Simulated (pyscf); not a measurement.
This saddle point was located with ωB97X-D3(BJ)/def2-SVP in PySCF.

```xyz
9

B      0.2187    -1.5151     0.2807
O      0.3435    -0.2177     0.6429
H      0.8514    -1.9063    -0.6723
H     -0.5198    -2.2192     0.9315
H      0.4500     1.7833     1.1834
B     -0.2438     0.7759     1.7275
H      0.6866     0.9295     0.5953
H     -1.4181     1.0042     1.5596
H      0.2064     0.5744     2.8302
```

Surface: singlet, charge 0. Lowest wavenumbers (cm⁻¹): 1462i, 94, 211, 319, 710.

Task: Name the species on either side of this saddle.

Result: H₂B–OH + borane (BH₃) <-> H₂B–O–BH₂ + hydrogen (H₂), a four-centre exchange read from left to right: H–O, B–H broken and B–O, H–H formed. At ωB97M-D3(BJ)/def2-TZVP it lies +13.3 kcal/mol from the left side and +37.3 kcal/mol from the right (each side as separated species at their lowest minima found). On the reactant side the descent ends in an adduct with a B–O contact, 11.8 kcal/mol under the separated species and 25.6 kcal/mol under the saddle at ωB97X-D3(BJ)/def2-TZVP. What is counted as formed (B–O) is already present as a longer contact in the reactant adduct; forming that adduct is a step of its own. This is the saddle that the search found; another between the same sides may lie lower.
